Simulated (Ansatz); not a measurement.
We consider fluorite CeO₂, described by PBEsol in Ansatz (PAW).

Numerical settings: plane-wave cutoff 520 eV, 8×8×8 k mesh, no spin polarisation, scalar-relativistic PAW data made under PBE.

Computed at the level's own relaxed cell.

Elastic tensor (GPa, Voigt notation, ions relaxed):

```
  358.3   109.2   109.2     0.0     0.0     0.0
  109.2   358.3   109.2     0.0     0.0     0.0
  109.2   109.2   358.3     0.0     0.0     0.0
    0.0     0.0     0.0    59.2     0.0     0.0
    0.0     0.0     0.0     0.0    59.2     0.0
    0.0     0.0     0.0     0.0     0.0    59.2
```

**Question.** Work out the Voigt, Reuss and Hill averages of the bulk and shear moduli, Young's modulus and Poisson's ratio from the printed constants.

**Answer.** K_V = [C11 + C22 + C33 + 2(C12 + C13 + C23)]/9 = [1074.9 + 2 × 327.6]/9 = 192.2 GPa. G_V = [1074.9 − 327.6 + 3 × 177.6]/15 = 85.3 GPa. From the compliances S = C⁻¹, K_R = 192.2 and G_R = 74.9 GPa. Hill means: K = 192.2, G = 80.1 GPa. E = 9KG/(3K + G) = 211 GPa, ν = (3K − 2G)/(6K + 2G) = 0.32, K/G = 2.40.

Measured, for comparison: elastic constant C11 403 GPa, elastic constant C12 105 GPa, elastic constant C44 60 GPa (temperature not stated, no zero-point or thermal correction; as tabulated in Atomistic and experimental study on thermal conductivity of bulk and porous …). Computed (rounded) less measured: elastic constant C11 -11 %, elastic constant C12 +4 %, elastic constant C44 -1 %. A static lattice is as a rule a little smaller and stiffer than an uncorrected measurement, which narrows the difference in the elastic constant C12 and would widen misses of the other sign.

Ansatz is a program for electronic structure.
